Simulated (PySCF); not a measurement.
Calculation: PySCF with PBE0-D4/def2-TZVP. Gas-phase values, no solvent. 

Reference species (SMILES): `[F]` (neutral, multiplicity 2).

The highest occupied spin orbital comes out as -12.46 eV.

Changed species: `[Cl]` (radical fragment; the reference has radical fragment).

Problem. Predict the effect on the highest occupied spin orbital.

Solution. the highest occupied spin orbital goes up by 2.92 eV, to -9.54 eV.
